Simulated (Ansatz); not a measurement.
# fcc Pd

All values below come from r²SCAN (Ansatz, a quantum-chemistry and plane-wave program, PAW).

Settings: plane-wave cutoff 500 eV, 3×3×3 k mesh, Fermi–Dirac smearing 0.1 eV, cell of 256 sites, scalar-relativistic PAW data made under PBE.

Cell: relaxed at this level.

```yaml
vacancy_formation_energy: 1.21 eV
vacancy_formation_energy_before_relaxation: 1.37 eV
```

Measured, for comparison: vacancy formation energy 1.85 ± 0.2 eV (no zero-point or thermal correction, monovacancy; as tabulated in Mehl and Papaconstantopoulos (1996), arXiv:mtrl-th/9602003). Computed (rounded) less measured: vacancy formation energy -0.64 eV.

Note: energies are extrapolated to zero smearing, and mesh and cell size move such values by some hundredths of an eV or more.

The computed numbers hold no vibrational or temperature effects.
